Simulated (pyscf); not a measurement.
## Concerted two-bond exchange: H₂N–NH₂ (SMILES NN) + SiH₂ (SMILES [SiH2]) [singlet] -> H₂N–N=SiH₂ (SMILES NN=[SiH2]) + H₂ (SMILES [H][H])

Gas phase, singlet surface, charge 0. Bonds broken: N1–H3, N1–H4. Bonds formed: N1–Si7, H3–H4. Optimised with ωB97X-D3(BJ)/def2-SVP in PySCF.

Transition state (Å):

```xyz
9

N      0.1190    -0.0553     0.1334
N      1.2853     0.4479    -0.1732
H     -0.7511     0.0358    -1.1384
H     -0.3641    -0.7265    -0.7441
H      1.4344     1.4509    -0.1059
H      2.0707    -0.1690    -0.3534
Si    -0.9367     0.6318     1.5911
H     -2.2188     0.0543     1.0119
H     -1.1049     2.0350     0.9970
```

One imaginary mode, 1657i cm⁻¹; descent along it reached the two sides named, in the forms told below.

```
bond    change  reactant side (Å)  saddle  product side
------  ------  -----------------  ------  ------------
N1–H3   breaks              1.023   1.544           3.8
N1–H4   breaks              1.023   1.206           3.1
N1–Si7   forms              2.018   1.927         1.603
H3–H4    forms              1.622   0.941         0.764
```

Electronic energies relative to the separated reactants (kcal/mol):

```json
[
 {"level": "ωB97X-D3(BJ)/def2-TZVP", "barrier": "48.6", "reaction energy": "-11.9", "reverse barrier": "60.5"},
 {"level": "PBE/def2-TZVP", "barrier": "33.4", "reaction energy": "-18.9", "reverse barrier": "52.3"},
 {"level": "r²SCAN/def2-TZVP", "barrier": "35.3", "reaction energy": "-21.2", "reverse barrier": "56.5"},
 {"level": "B3LYP-D3(BJ)/def2-TZVP", "barrier": "42.5", "reaction energy": "-15.4", "reverse barrier": "57.9"},
 {"level": "PBE0-D3(BJ)/def2-TZVP", "barrier": "41.2", "reaction energy": "-13.8", "reverse barrier": "55.1"},
 {"level": "M06-2X/def2-TZVP", "barrier": "49.3", "reaction energy": "-12.0", "reverse barrier": "61.3"},
 {"level": "ωB97M-D3(BJ)/def2-TZVP", "barrier": "49.2", "reaction energy": "-9.2", "reverse barrier": "58.4"},
 {"level": "HF/def2-TZVP", "barrier": "73.1", "reaction energy": "+2.9", "reverse barrier": "70.2"}
]
```

With ωB97M-D3(BJ)/def2-TZVP energies and thermal terms (ideal gas, 1 atm, RRHO with modes under 100 cm⁻¹ raised to 100, one conformer, R ln 2 for chiral ones without a mode under 150 cm⁻¹), in kcal/mol:

```json
[
 {"T (K)": "298", "ΔH‡": "45.1", "ΔG‡": "55.1", "ΔH": "-13.8", "ΔG": "-11.7"},
 {"T (K)": "600", "ΔH‡": "45.8", "ΔG‡": "65.1", "ΔH": "-12.3", "ΔG": "-10.3"},
 {"T (K)": "900", "ΔH‡": "46.9", "ΔG‡": "74.5", "ΔH": "-11.1", "ΔG": "-9.5"},
 {"T (K)": "1200", "ΔH‡": "48.0", "ΔG‡": "83.5", "ΔH": "-10.2", "ΔG": "-9.1"}
]
```

On the reactant side the descent ends in an adduct with a N–Si contact, 35.7 kcal/mol under the separated species and 84.4 kcal/mol under the saddle at ωB97X-D3(BJ)/def2-TZVP. What is counted as formed (N–Si) is already present as a longer contact in the reactant adduct; forming that adduct is a step of its own. This saddle turned up in a search for another step; its sides and bond changes are read from the two ends of the descent. The same reactants have a lower exit, to H₂N–NH–SiH: [singlet] + H₂ (barrier +2.5 kcal/mol at ωB97M-D3(BJ)/def2-TZVP, against +49.2 kcal/mol here). H₂N–N=SiH₂ lies 81.6 kcal/mol over its isomer H₂N–Si:–NH₂ [singlet] (electronic energy, ωB97M-D3(BJ)/def2-TZVP). This is the saddle that the search found; another between the same sides may lie lower.
